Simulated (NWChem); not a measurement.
System: HS anion

Input file for NWChem:

```
start job
memory heap 200 mb stack 900 mb global 1100 mb
charge -1
geometry units angstroms noautosym nocenter noautoz
  S      0.000000     0.000000    -0.089389
  H      0.000000     0.000000     1.268529
end
basis spherical
  * library aug-cc-pvdz
end
dft
  xc xpbe96 cpbe96
  iterations 150
end
cosmo
  dielec 20.7
end
task dft energy
```

The geometry was optimised at B3LYP/def2-SVPD. The gas-phase anion has a positive highest level at the geometry level, so the gas reference is doubtful.

Level: PBE/aug-cc-pVDZ with COSMO at NWChem's default radii, gas-phase geometry; the question gives the dielectric constant. Reactions with the solvent are ignored.

Task: What results follow from this input? (PBE/aug-cc-pVDZ, COSMO on the gas-phase geometry.) Quantities: electrostatic solvation energy (kcal/mol).

Result: 
- electrostatic solvation energy (kcal/mol): -64.8
